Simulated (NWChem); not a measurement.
# BOF (fluoro(oxo)borane) at CAM-B3LYP/cc-pVDZ (density fitting)

What is the vertical ionisation energy of BOF (fluoro(oxo)borane) at CAM-B3LYP/cc-pVDZ (density fitting)? 

The calculation is run with NWChem 7.3.0.

**1. The molecule**

BOF: 3 atoms, total charge 0, spin state singlet. SMILES: `O=BF`. The coordinates come from a PBE0-D4/def2-TZVP relaxation.

Bond lengths: O1–B2 1.206 Å, B2–F3 1.282 Å. Angles: O1–B2–F3 180.0°.

**2. A single-point energy at CAM-B3LYP/cc-pVDZ (density fitting)**

Contents of bfo.nw:

```
START bfo
TITLE "BFO"
memory stack 880 mb heap 220 mb global 1100 mb

GEOMETRY noautosym nocenter noautoz
  O     0.983100   -0.565100    0.479900
  B     0.020300   -0.011600    0.009900
  F    -1.003400    0.576800   -0.489800
END

BASIS spherical bse
  * library cc-pVDZ
END

BASIS "cd basis" spherical
  * library "dgauss a1 dft coulomb fitting"
END

DFT
  xc xcamb88 1.00 lyp 0.81 vwn_5 0.19 hfexch 1.00
  cam 0.33 cam_alpha 0.19 cam_beta 0.46
  grid fine
  convergence energy 1e-08
  direct
  iterations 100
  mulliken
  print low
END

TASK dft
```

Started as:

```sh
$ nwchem bfo.nw > bfo.out
```

The program printed, shortened:

```text
[...]
 d= 0,ls=0.0,diis     1   -199.8225180173 -2.51D+02  2.82D-02  9.98D-01     0.3
[...]
 d= 0,ls=0.0,diis     8   -199.9483355189 -8.94D-09  3.71D-06  1.53D-07     2.1
         Total DFT energy =     -199.948335518874
      One electron energy =     -377.638668888236
           Coulomb energy =      149.348295429696
    Exchange-Corr. energy =      -23.096915915894
 Nuclear repulsion energy =       51.438953855561
[...]
      Total Density - Mulliken Population Analysis
     ---------------------------------------------
    Atom       Charge   Shell Charges
 -----------   ------   -------------------------------------------------------
    1 O    8     8.09   2.01  0.86  0.78  2.82  1.60  0.02
    2 B    5     4.88   2.02  0.54  0.13  1.58  0.32  0.29
    3 F    9     9.03   2.01  0.90  0.91  3.37  1.84  0.01
[...]
```

It took 2.6 s on 1 thread of Intel Xeon 6975P-C (Granite Rapids), shared host; peak memory 0.1 GiB.

**3. The doublet cation at the same level**

Contents of bfo.nw:

```
start bfo
title "BFO energy"
memory total 2200 mb
charge 1

geometry units angstrom noautosym nocenter noautoz
   O        0.983100      -0.565100       0.479900
   B        0.020300      -0.011600       0.009900
   F       -1.003400       0.576800      -0.489800
end

basis spherical bse
   * library cc-pVDZ
end

basis "cd basis" spherical
   * library "dgauss a1 dft coulomb fitting"
end

dft
   xc xcamb88 1.00 lyp 0.81 vwn_5 0.19 hfexch 1.00
   cam 0.33 cam_alpha 0.19 cam_beta 0.46
   mult 2
   grid fine
   convergence energy 1e-08
   direct
   iterations 100
   mulliken
   print low
end

task dft
```

Started as:

```sh
$ nwchem bfo.nw > bfo.out
```

The program printed, shortened:

```text
[...]
 d= 0,ls=0.0,diis     1   -199.2675878688 -2.51D+02  1.56D-02  5.32D-01     0.4
[...]
 d= 0,ls=0.0,diis    11   -199.4584090267 -1.59D-09  1.39D-07  1.78D-10     3.5
[...]
         Total DFT energy =     -199.458409026694
      One electron energy =     -369.366235392717
           Coulomb energy =      141.183004227070
    Exchange-Corr. energy =      -22.714131716607
 Nuclear repulsion energy =       51.438953855561
[...]
      Total Density - Mulliken Population Analysis
     ---------------------------------------------
    Atom       Charge   Shell Charges
 -----------   ------   -------------------------------------------------------
    1 O    8     7.63   2.01  0.91  0.79  2.72  1.17  0.02
    2 B    5     4.55   2.02  0.58  0.10  1.45  0.12  0.28
    3 F    9     8.83   2.01  0.92  0.90  3.32  1.67  0.01
[...]
      <S2> =      0.7532 (Exact =     0.7500)
[...]
```

Run time: 4.2 s. Hardware: 1 thread of Intel Xeon 6975P-C (Granite Rapids), shared host; peak memory 0.11 GiB.

**4. What came out**

At CAM-B3LYP/cc-pVDZ (density fitting):

| quantity | value |
| --- | --- |
| singlet BOF: total energy | -199.94834 Eh |
| doublet cation: total energy | -199.45841 Eh |
| doublet cation: ⟨S²⟩ | 0.753 |
| vertical ionisation energy (to the doublet cation) | 13.332 eV |

Removing an electron at fixed nuclei costs 13.33 eV (1286 kJ/mol). Mulliken charges (singlet BOF) run from -0.09 on O1 to +0.12 on B2.
